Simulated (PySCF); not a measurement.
Molecule: `InChI=1S/H7NSi2/c2-1-3/h1H,2-3H3`.

Geometry (Å), atoms numbered from 1 in this order:
```xyz
10

Si    1.497   -0.283    0.363
N     0.082   -0.069   -0.613
Si   -1.517    0.363   -0.109
H     2.596   -0.499   -0.579
H     1.675    0.934    1.152
H     1.363   -1.437    1.261
H     0.141   -0.462   -1.538
H    -2.124   -0.686    0.719
H    -2.285    0.541   -1.342
H    -1.417    1.600    0.664
```

Frames of a GFN2-xTB Langevin trajectory at 600 K; GIAO PBE0/pcSseg-1 shieldings in PySCF, gas phase, non-relativistic; equivalent atoms averaged within each frame.

Chemical shifts δ = σref − σ; 29Si (349.16 ppm), 1H (31.72 ppm) vs TMS; 15N (267.73 ppm) against NH3, all at this level. The references are static minima.

How do the shifts (ppm) fluctuate along the trajectory?

Answers


```
         time (fs)  Si1/Si3     N2  H4/H5/H6/H8/H9/H10     H7
optimised geometry    -54.5  -12.4                4.75  -0.58
               250    -48.3  -16.5                4.85  -2.08
               425    -42.2    0.1                5.44  -0.42
               625    -58.4   -3.5                5.03  -0.38
               800    -51.3   -2.8                5.25  -0.38
              1000    -50.1   -4.9                5.13  -0.61
    mean of frames    -50.1   -5.5                5.14  -0.77
standard deviation      5.8    6.4                0.22   0.74
```

5 frames give an uncertainty of the mean of about the standard deviation over 2.2 at best, since frames this close in time may not be independent; classical motion lacks zero-point vibration, and the reference would need the same averaging.
